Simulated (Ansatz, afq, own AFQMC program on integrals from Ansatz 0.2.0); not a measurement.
AFQMC on a folder of integrals that Ansatz 0.2.0 wrote.

```yaml
crystal:
  periodic: [false, false, false]
  atoms:
    - {symbol: C, position_ang: [0.000000, 0.000000, 0.000000]}
    - {symbol: H, position_ang: [0.000000, 0.000000, 1.122532]}
basis:
  gaussian: {orbitals: cc-pVTZ}
total_charge: 1
magnetization: {spin_polarized: true, initial_magnetization: 2}
correlation: {method: ccsd_t, electrons: outside_noble_gas, hamiltonian_folder: ham}
```

```sh
$ ansatz run in.yaml --threads 1 --pin off --events-out ev --progress --plain --max-ram 16896MiB --backend cuda --devices 0, --max-vram 18GiB
```

Options of the walk:

```
--method phaseless --trial cisd --walkers 4000 --populations 20 --least-time 60 --time-step 0.005 --steps-per-block 50 --equilibration-blocks 28 --max-blocks 4000 --target-error 0.00012 --factor-cut 1e-05 --start spin_pure --seed 617 --release-times 0.24,0.51,0.99,1.62,2.4 --release-step 0.03 --release-every 3 --taylor-order 6
```

Times are imaginary, in 1/Eh. The walk had a cap of 129 s. With eight or more populations the least sampling time is a fifth of least-time, and the error comes from their spread.

Output of the walk:

```
orbitals 43  electrons 3 1  factors 252 of 252
reference energy -37.90318111 Eh
CCSD correlation -0.07551564 Eh in 10 cycles, weight of the determinant in the CISD state 0.9618
energy of the start -37.978695 Eh
 block  time / (1/Eh)  mean weight  energy / Eh
     1     0.250  1.0000  -37.978968
     2     0.500  1.0000  -37.979404
     3     0.750  0.9999  -37.979755
     4     1.000  1.0002  -37.980042
     5     1.250  1.0001  -37.980084
    12     3.000  0.9999  -37.980393
    19     4.750  0.9998  -37.980471
    26     6.500  0.9999  -37.980583
    33     8.250  1.0001  -37.980458
    40    10.000  1.0002  -37.980558
    47    11.750  0.9997  -37.980595
    54    13.500  1.0000  -37.980429
    60    15.000  1.0000  -37.980327
    61    15.250  1.0001  -37.980375
    68    17.000  0.9999  -37.980539
    71    17.750  1.0000  -37.980632
    75    18.750  1.0001  -37.980448
    78    19.500  0.9998  -37.980460
error from the spread of 20 populations
released: time / (1/Eh)  energy / Eh  error  mean overlap
  0.24  -37.980529  0.000025  0.9967
  0.51  -37.980557  0.000019  0.9959
  0.99  -37.980580  0.000025  0.9927
  1.62  -37.980616  0.000013  0.9873
  2.40  -37.980656  0.000020  0.9826
energy -37.980477 +/- 0.000018 Eh
(rows thinned)
```

The run passed its tests (sampling time, drift between the halves within three errors, error under three times the target), which doesn't prove that it has relaxed.

Against this walk (error 0.5 meV) on the same determinant: CCSD(T) 8.0 meV higher, CCSDT(Q) 3.4 meV lower, full CI 3.5 meV lower. The error is statistical and leaves out the bias of the constraint. Released to 2.40 1/Eh the energy lies 4.9 ± 0.7 meV (both errors) below the phaseless value, which shows part or all of the bias of the constraint, and full CI lies 1.4 meV above the released value.

Cautions: constraint bias not in the error; lower spins were not checked.

The walk took 70 s on 1 × NVIDIA H100 80GB HBM3 with 2 threads of AMD EPYC 7R13 Processor (Zen 3) (shared host) (the card was shared). The log's last line is the phaseless energy.

CCSDT and higher add their correlation energy to the determinant of the CCSD(T) run, since their own runs factorise the integrals more tightly (a shift of under 2 meV). A walk keeps the symmetry of its determinant, which the program's search chose and which needn't be the lowest solution, so a lower state of the same spin and another symmetry isn't excluded.
